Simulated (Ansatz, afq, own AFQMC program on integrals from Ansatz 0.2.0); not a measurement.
## SiGeH2, singlet in cc-pVDZ, levels against CCSDT(Q)

```xyz
4

Si    0.0000   -0.0039    1.5661
Ge    0.0000   -0.0238   -0.5845
H     0.0000    1.3266    0.5226
H     0.0000    0.5003   -2.0341
```

Connectivity, by distances: Si–GeH, 1 bridging H.

Basis cc-pVDZ. Noble-gas cores (and the filled d shells of Ga–Kr and In–Xe) are frozen. Ansatz 0.2.0 and our own AFQMC program on the same integrals; the CISD trial comes from CCSD amplitudes, and released means the phaseless constraint is let go. Uncertainties: one standard error, sampling alone. No spin–orbit coupling.

Determinant: UHF, the one that the program's search chose, which needn't be the lowest solution. The geometry is a point of a scan.

No full CI on the walks' own integrals is used here; CCSDT(Q) serves as the reference and is uncertain by about the last step of the cluster series.

Cautions: no relativity below Rb; no spin-orbit coupling; inner d shell frozen; higher spins were not checked; an unrestricted solution with more broken spin lies lower (64 meV, ⟨S²⟩ 0.35), while this determinant keeps restricted orbitals.

The T1 diagnostic is 0.0192, the weight of the determinant in the CISD state is 0.840 and the ⟨S²⟩ of the determinant is 0.000. The size of the correlated space is 10 electrons in 36 orbitals.

Reference: CCSDT(Q), correlation energy -6.251 eV. The released energy is read at 2.40 1/Eh (meV from the phaseless value at times in 1/Eh: -13 ± 20 at 0.24, -7 ± 16 at 0.51, -3 ± 15 at 0.99, 0 ± 15 at 1.62, 25 ± 17 at 2.40).

```
         level  E − E(reference) (meV)  share of correlation (%)
            HF                  6250.7                      0.00
           MP2                  1205.3                     80.72
          CCSD                   359.5                     94.25
       CCSD(T)                    58.3                     99.07
         CCSDT                    26.2                     99.58
   ph-AFQMC/HF             21.8 ± 70.2                     99.65
 ph-AFQMC/CISD            -17.9 ± 18.3                    100.29
released AFQMC              6.9 ± 17.1                     99.89
```

A walk keeps the symmetry of its determinant, which the program's search chose and which needn't be the lowest solution, so a lower state of the same spin and another symmetry isn't excluded. Released energies are given only where the last usable release times agree within the noise; a slower fall can still hide under it.
